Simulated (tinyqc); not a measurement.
Inside a calculation. Method: harmonic frequencies on the UHF/sto-6g surface (energies and gradients from PySCF), for H2O+, spin multiplicity 2. Computed by tinyqc, a small Python program that keeps every step (integrals from PySCF). Settings: charge = 1, multiplicity = 2, basis = sto-6g, delta = 0.01. Command: `OMP_NUM_THREADS=1 python tinyqc.py 24982 24983 out.jsonl` (the two numbers bound the seeds that draw the settings). One thread of a shared host (Intel(R) Xeon(R) Processor @ 2.60GHz), about 5 s of CPU time with the checks.

## One row of the Hessian: 1Oy

optimised positions (bohr):
```
,x,y,z
1O,0.0265,-0.0557,-0.0533
2H,0.0310,1.5397,1.0694
3H,0.0219,-1.6559,1.0626
```

gradient at +delta (hartree/bohr):
```
,x,y,z
1O,0.000020,0.007059,0.000081
2H,-0.000010,-0.003554,-0.002513
3H,-0.000010,-0.003505,0.002433
```

gradient at -delta (hartree/bohr):
```
,x,y,z
1O,-0.000020,-0.007059,0.000069
2H,0.000010,0.003487,0.002438
3H,0.000010,0.003573,-0.002507
```

Displace 1Oy by +/-0.01 bohr; H(k, :) = (g(+) - g(-)) / (2 delta).

row of the Hessian (hartree/bohr^2): 1Ox 0.002006, 1Oy 0.705946, 1Oz 0.000594, 2Hx -0.000980, 2Hy -0.352045, 2Hz -0.247577, 3Hx -0.001026, 3Hy -0.353901, 3Hz 0.246982

## Hessian by finite differences

All rows are made in the same way, and the matrix is symmetrised.

Hessian (symmetrised) (hartree/bohr^2):
```
,1Ox,1Oy,1Oz,2Hx,2Hy,2Hz,3Hx,3Hy,3Hz
1Ox,0.000023,0.002006,-0.000034,-0.000010,-0.000984,-0.000686,-0.000011,-0.001021,0.000719
1Oy,0.002006,0.705946,0.000594,-0.000980,-0.352046,-0.247561,-0.001026,-0.353902,0.246967
1Oz,-0.000034,0.000594,0.425461,-0.000527,-0.191861,-0.213661,0.000561,0.191266,-0.211804
2Hx,-0.000010,-0.000980,-0.000527,0.000010,0.001042,0.000608,-0.000001,-0.000062,-0.000081
2Hy,-0.000984,-0.352046,-0.191861,0.001042,0.373017,0.219797,-0.000057,-0.020971,-0.027937
2Hz,-0.000686,-0.247561,-0.213661,0.000608,0.219797,0.193890,0.000077,0.027765,0.019773
3Hx,-0.000011,-0.001026,0.000561,-0.000001,-0.000057,0.000077,0.000011,0.001083,-0.000638
3Hy,-0.001021,-0.353902,0.191266,-0.000062,-0.020971,0.027765,0.001083,0.374873,-0.219030
3Hz,0.000719,0.246967,-0.211804,-0.000081,-0.027937,0.019773,-0.000638,-0.219030,0.192033
```

## Normal modes

masses (u): 1O 15.9949, 2H 2.0141, 3H 2.0141

Diagonalise H_ij / sqrt(m_i m_j); the 6 smallest eigenvalues belong to translations and rotations; wavenumber = sqrt(eigenvalue / 1822.888) x 219474.63; each mode has its largest component positive (the first on a tie); zero-point energy = sum of wavenumbers / 2, with 349.755 1/cm per kcal/mol. A mass of 2.014 u marks deuterium.

eigenvalues of the mass-weighted Hessian (hartree/(bohr^2 u)): 0.0000  0.0000  0.0000  0.0000  0.0000  0.0000  0.0530  0.2753  0.3054

harmonic wavenumbers of the vibrations (1/cm): 1183.9  2696.9  2840.7

mass-weighted modes:
```
,mode 1,mode 2,mode 3
1Ox,0.0000,0.0000,-0.0011
1Oy,0.0008,-0.0006,-0.3802
1Oz,-0.3598,0.2677,-0.0008
2Hx,-0.0012,-0.0016,0.0015
2Hy,-0.4232,-0.5665,0.5349
2Hz,0.5062,-0.3784,0.3764
3Hx,0.0012,0.0016,0.0016
3Hy,0.4210,0.5681,0.5365
3Hz,0.5079,-0.3761,-0.3741
```

zero-point energy = 9.6090 kcal/mol
